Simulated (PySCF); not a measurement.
Structure problem from calculated spectra and properties.

Elements present: C, H and N. Monoisotopic mass: 57.0578 u.

- XPS: C1s 291.1, C1s 291.3, C1s 291.6, N1s 404.4 eV [ΔSCF SCAN, pcX-2 on the ionised atom, pcseg-1 elsewhere, spin-free X2C]
- NMR, other nuclei: isotropic shieldings of nuclei other than C and H, by class: -119 (1 N) ppm [GIAO CAM-B3LYP/pcSseg-2]
- Dipole: 2.24 D [CAM-B3LYP/def2-SVPD]
- 1H NMR: chemical shifts (computed TMS as zero) by class: 7.78 (1 H), 3.23 (3 H), 1.81 (3 H) ppm [GIAO CAM-B3LYP/pcSseg-2]
- Triplet: lowest triplet excitation (Tamm–Dancoff): 4.11 eV [TDA CAM-B3LYP/def2-SVPD]
- 13C NMR: chemical shifts (computed TMS as zero) by class: 176.5 (1 C), 38.6 (1 C), 17.4 (1 C) ppm [GIAO CAM-B3LYP/pcSseg-2]
- Rotational structure: rotational constants A, B, C: 16.818, 5.827, 4.576 GHz [PBE0-D3(BJ)/def2-SVP]

Electronic properties: PySCF, gas phase, density fitting. Levels stand in brackets. Geometry: PBE0-D3(BJ)/def2-SVP; no solvent, vibrations or thermal averaging. Each NMR value is the plain mean over a class of atoms that symmetry, rotation or inversion makes alike.

Q: Which formula fits the mass and the elements?

A: C3H7N (calculated 57.0578). No other formula that holds each of these elements comes within 0.0003 u with a fitting electron parity and a possible valence count.

Q: What is the compound? Reason from the data.

A: Numbering: `[CH3:1]/[CH:2]=[N:3]\[CH3:4]`. Its formula, C3H7N, gives 1 degree of unsaturation: 0 rings and 1 π bond in the structure found. 3 carbons fall into 3 classes; from least to most shielded: imine carbon [C2] (176.5 ppm), N-methyl carbon [C4] (38.6 ppm), methyl carbon [C1] (17.4 ppm). Hydrogen classes from least to most shielded: 1 H on an imine carbon, C2 (7.78 ppm), 3 H on an N-methyl carbon, C4 (3.23 ppm, a mean of values up to 0.8 ppm apart in this geometry), 3 H on a methyl carbon, C1 (1.81 ppm, a mean of values up to 0.8 ppm apart in this geometry). The other shieldings belong to: -119 ppm, imine nitrogen [N3]. The core levels belong to: C1s 291.1 eV, methyl carbon [C1]; C1s 291.3 eV, N-methyl carbon [C4]; C1s 291.6 eV, imine carbon [C2]; N1s 404.4 eV, imine nitrogen [N3]. The hole state at 291.6 eV has ⟨S²⟩ = 0.84 against 0.75, so that value is less sure. By its constants the optimised geometry is an asymmetric top. Structure: `C/C=N\C`. Computed isomers that give other values at the same levels: `C=NCC` (core binding energies: C1s 290.7, C1s 291.5, C1s 291.7, N1s 404.9 eV); `C1CNC1` (core binding energies: C1s 290.6, C1s 291.3 (×2), N1s 404.6 eV); `NC1CC1` (core binding energies: C1s 290.6 (×2), C1s 291.4, N1s 405.1 eV). The assignments are read from this structure; whether some other isomer fits the data as well wasn't checked.
